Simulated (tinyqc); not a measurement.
G0W0 on RHF in the sto-6g basis, for OH-, spin multiplicity 1, step by step. The basis has no diffuse functions, so it cannot describe the extra electron: this is an exercise in the method, not the real anion. One step of it, computed by the program tinyqc.

Problem. Integrals over molecular orbitals. (pq|rs) = sum C_ip C_jq C_kr C_ls (ij|kl), one index at a time.

coefficients C, order 1O 1s, 1O 2s, 1O 2px, 1O 2py, 1O 2pz, 2H 1s:
$$\begin{pmatrix}
0.996898 & -0.240783 & 0.064745 & 0.000000 & 0.000000 & -0.050161 \\
0.013307 & 0.974249 & -0.351061 & 0.000000 & 0.000000 & 0.281371 \\
0.000000 & 0.000000 & 0.000000 & 0.999954 & 0.009623 & 0.000000 \\
0.000000 & 0.000000 & 0.000000 & -0.009623 & 0.999954 & 0.000000 \\
0.001170 & -0.008160 & 0.472549 & 0.000000 & 0.000000 & 0.924554 \\
-0.002180 & 0.150600 & 0.785792 & 0.000000 & 0.000000 & -0.727264
\end{pmatrix}$$

core Hamiltonian H = T + V (hartree), order 1O 1s, 1O 2s, 1O 2px, 1O 2py, 1O 2pz, 2H 1s:
$$\begin{pmatrix}
-32.332923 & -7.140181 & 0.000000 & 0.000000 & -0.008676 & -0.751180 \\
-7.140181 & -8.558982 & 0.000000 & 0.000000 & -0.102608 & -1.850631 \\
0.000000 & 0.000000 & -6.851248 & 0.000000 & 0.000000 & 0.000000 \\
0.000000 & 0.000000 & 0.000000 & -6.851248 & 0.000000 & 0.000000 \\
-0.008676 & -0.102608 & 0.000000 & 0.000000 & -6.907189 & -1.459980 \\
-0.751180 & -1.850631 & 0.000000 & 0.000000 & -1.459980 & -3.658055
\end{pmatrix}$$

Two-electron integrals (ij|kl) in chemists' order, unique and non-zero (hartree):
```
(11|11) 4.787491   (21|11) 0.675884   (21|21) 0.121505   (22|11) 1.117379
(22|21) 0.249212   (22|22) 0.817383   (31|31) 0.025762   (32|31) 0.039145
(32|32) 0.180664   (33|11) 1.117381   (33|21) 0.249212   (33|22) 0.817382
(33|33) 0.880663   (41|41) 0.025762   (42|41) 0.039145   (42|42) 0.180664
(43|43) 0.047461   (44|11) 1.117381   (44|21) 0.249212   (44|22) 0.817382
(44|33) 0.785741   (44|44) 0.880663   (51|51) 0.025762   (52|51) 0.039145
(52|52) 0.180664   (53|53) 0.047461   (54|54) 0.047461   (55|11) 1.117381
(55|21) 0.249212   (55|22) 0.817382   (55|33) 0.785741   (55|44) 0.785741
(55|55) 0.880663   (61|11) 0.074975   (61|21) 0.012936   (61|22) 0.026009
(61|33) 0.025955   (61|44) 0.025955   (61|51) 0.000634   (61|52) 0.001250
(61|55) 0.026117   (61|61) 0.001403   (62|11) 0.209377   (62|21) 0.047485
(62|22) 0.175972   (62|33) 0.172915   (62|44) 0.172915   (62|51) 0.003818
(62|52) 0.029846   (62|55) 0.182085   (62|61) 0.005098   (62|62) 0.050340
(63|31) 0.004903   (63|32) 0.028783   (63|53) 0.005960   (63|63) 0.006553
(64|41) 0.004903   (64|42) 0.028783   (64|54) 0.005960   (64|64) 0.006553
(65|11) 0.164394   (65|21) 0.037763   (65|22) 0.149056   (65|33) 0.142714
(65|44) 0.142714   (65|51) 0.007446   (65|52) 0.051729   (65|55) 0.161741
(65|61) 0.004211   (65|62) 0.051774   (65|65) 0.059042   (66|11) 0.398238
(66|21) 0.091948   (66|22) 0.391670   (66|33) 0.378069   (66|44) 0.378069
(66|51) 0.008132   (66|52) 0.090004   (66|55) 0.418869   (66|61) 0.009923
(66|62) 0.152914   (66|65) 0.178555   (66|66) 0.774999
```

Give: one-electron integrals over orbitals h = C^T H C; Two-electron integrals over orbitals.

Solution.

one-electron integrals over orbitals h = C^T H C (hartree):
$$\begin{pmatrix}
-32.3203 & 0.6262 & -0.1654 & 0.0000 & 0.0000 & 0.1319 \\
0.6262 & -7.2153 & 0.6460 & 0.0000 & 0.0000 & -0.6466 \\
-0.1654 & 0.6460 & -4.7731 & 0.0000 & 0.0000 & -1.5889 \\
0.0000 & 0.0000 & 0.0000 & -6.8512 & 0.0000 & 0.0000 \\
0.0000 & 0.0000 & 0.0000 & 0.0000 & -6.8512 & 0.0000 \\
0.1319 & -0.6466 & -1.5889 & 0.0000 & 0.0000 & -5.7831
\end{pmatrix}$$

Two-electron integrals over orbitals (pq|rs), unique and non-zero (hartree):
```
(11|11) 4.7638      (21|11) -0.4674     (21|21) 0.0735      (22|11) 1.0852
(22|21) -0.0207     (22|22) 0.7538      (31|11) 0.1283      (31|21) -0.0204
(31|22) 0.0061      (31|31) 0.0121      (32|11) -0.1676     (32|21) 0.0058
(32|22) -0.0711     (32|31) 0.0088      (32|32) 0.1047      (33|11) 0.6366
(33|21) -0.0048     (33|22) 0.5358      (33|31) -9.65e-05   (33|32) 0.0310
(33|33) 0.6124      (41|41) 0.0267      (42|41) 0.0348      (42|42) 0.1628
(43|41) -0.0087     (43|42) -0.0358     (43|43) 0.0243      (44|11) 1.1171
(44|21) -0.0126     (44|22) 0.7808      (44|31) 0.0033      (44|32) -0.0907
(44|33) 0.5162      (44|44) 0.8807      (51|51) 0.0267      (52|51) 0.0348
(52|52) 0.1628      (53|51) -0.0087     (53|52) -0.0358     (53|53) 0.0243
(54|54) 0.0475      (55|11) 1.1171      (55|21) -0.0126     (55|22) 0.7808
(55|31) 0.0033      (55|32) -0.0907     (55|33) 0.5162      (55|44) 0.7857
(55|55) 0.8807      (61|11) -0.1008     (61|21) 0.0159      (61|22) -0.0037
(61|31) 0.0075      (61|32) 0.0197      (61|33) -0.0034     (61|44) -0.0026
(61|55) -0.0026     (61|61) 0.0253      (62|11) 0.1302      (62|21) -0.0044
(62|22) 0.0662      (62|31) 0.0157      (62|32) 0.0599      (62|33) 0.0036
(62|44) 0.0710      (62|55) 0.0710      (62|61) 0.0249      (62|62) 0.1144
(63|11) 0.3150      (63|21) -0.0044     (63|22) 0.1724      (63|31) -0.0022
(63|32) -0.0980     (63|33) -0.0326     (63|44) 0.1866      (63|55) 0.1866
(63|61) -0.0075     (63|62) 0.0137      (63|63) 0.1878      (64|41) 0.0065
(64|42) 0.0267      (64|43) 0.0160      (64|64) 0.0379      (65|51) 0.0065
(65|52) 0.0267      (65|53) 0.0160      (65|65) 0.0379      (66|11) 0.9457
(66|21) -0.0112     (66|22) 0.6773      (66|31) 0.0087      (66|32) -0.0039
(66|33) 0.5946      (66|44) 0.6713      (66|55) 0.6713      (66|61) 0.0079
(66|62) 0.0727      (66|63) 0.0877      (66|66) 0.7045
```
